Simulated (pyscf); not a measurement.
## Four-centre exchange: HO–GaH₂ (SMILES [OH][GaH2]) + NH₃ (SMILES N) → H₂O (SMILES O) + H₂N–GaH₂ (SMILES [NH2][GaH2])

Gas phase, singlet surface, charge 0. Bonds broken: O1–Ga2, N6–H7. Bonds formed: O1–H7, Ga2–N6. Optimised with ωB97X-D3(BJ)/def2-SVP in PySCF. Correlated levels are frozen-core, on RHF or UHF. ΔMP2 is the change of the MP2 total energy from the triple- to the quadruple-zeta basis.

Transition state (Å):

```xyz
9

O      0.0073    -1.8096    -0.9220
Ga    -1.3394    -0.7071     0.1105
H      0.6741    -2.3062    -0.4328
H     -2.7408    -0.8787    -0.5554
H     -0.9917    -0.7996     1.6370
N     -0.1590     0.5706    -0.8394
H      0.3002    -0.6882    -1.1067
H     -0.5362     1.1034    -1.6217
H      0.4315     1.1914    -0.2881
```

One imaginary mode, 1022i cm⁻¹; descent along it reached the two sides named, in the forms told below.

```tsv
bond	change	reactant side (Å)	saddle	product side
O1–Ga2	breaks	1.841	2.024	2.168
N6–H7	breaks	1.025	1.366	1.899
O1–H7	forms	2.248	1.174	0.996
Ga2–N6	forms	2.118	1.982	1.898
```

Electronic energies relative to the separated reactants (kJ/mol):

```tsv
level	barrier	reaction energy	reverse barrier
ωB97X-D3(BJ)/def2-TZVP	-23.4	+18.5	-41.9
PBE/def2-TZVP	-26.6	+20.8	-47.4
r²SCAN/def2-TZVP	-31.0	+21.4	-52.4
B3LYP-D3(BJ)/def2-TZVP	-17.1	+20.9	-37.9
PBE0-D3(BJ)/def2-TZVP	-29.9	+17.5	-47.4
M06-2X/def2-TZVP	-30.6	+19.5	-50.1
ωB97M-D3(BJ)/def2-TZVP	-17.3	+19.7	-37.1
HF/def2-TZVP	32.1	+23.5	8.6
MP2/def2-QZVPP	-22.2	+13.0	-35.2
CCSD/def2-TZVPP	-11.7	+16.1	-27.9
CCSD(T)/def2-TZVPP	-19.7	+16.1	-35.8
CCSD(T)/def2-TZVPP + ΔMP2(QZVPP)	-17.0	+13.5	-30.5
```

With CCSD(T)/def2-TZVPP + ΔMP2(QZVPP) energies and thermal terms (ideal gas, 1 atm, RRHO with modes under 100 cm⁻¹ raised to 100, one conformer, R ln 2 for chiral ones without a mode under 150 cm⁻¹), in kJ/mol:

| T (K) | ΔH‡ | ΔG‡ | ΔH | ΔG |
|---|---|---|---|---|
| 298 | -21.9 | 23.6 | +12.0 | +13.1 |
| 600 | -21.2 | 69.7 | +13.3 | +13.7 |
| 900 | -18.4 | 114.6 | +14.1 | +13.7 |
| 1200 | -15.0 | 158.4 | +14.4 | +13.5 |

On the reactant side the descent ends in an adduct with a Ga–N contact, 97.5 kJ/mol under the separated species and 74.0 kJ/mol under the saddle at ωB97X-D3(BJ)/def2-TZVP. On the product side the descent ends in an adduct with a Ga–O contact, 58.6 kJ/mol under the separated species and 16.7 kJ/mol under the saddle at ωB97X-D3(BJ)/def2-TZVP. At ωB97X-D3(BJ)/def2-TZVP, PBE, r²SCAN, B3LYP-D3(BJ), PBE0-D3(BJ), M06-2X, ωB97M-D3(BJ)/def2-TZVP, MP2, CCSD, CCSD(T), CCSD(T) the saddle lies under the separated reactants, which points to a path from their complex (located at ωB97X-D3(BJ) alone). At ωB97X-D3(BJ)/def2-TZVP, PBE, r²SCAN, B3LYP-D3(BJ), PBE0-D3(BJ), M06-2X, ωB97M-D3(BJ)/def2-TZVP, MP2, CCSD, CCSD(T), CCSD(T) the saddle lies under the separated products, which points to a path from their complex (located at ωB97X-D3(BJ) alone), and parting the products costs more than the saddle. What is counted as formed (Ga–N) is already present as a longer contact in the reactant adduct; forming that adduct is a step of its own. What is counted as broken (Ga–O) persists as a longer contact in the product adduct; parting that adduct is a step of its own. One saddle was located; it need not be the lowest between these sides. The CCSD(T) − MP2 part came from Ansatz, without density fitting, on the same reference. The frozen core leaves the outer d or s,p core shells of the metals and heavy elements correlated in the MP2 and CC values, and def2-TZVPP describes them poorly, which can shift differences by a few kcal/mol. Elements up to Kr have no core potential and no relativistic terms here.
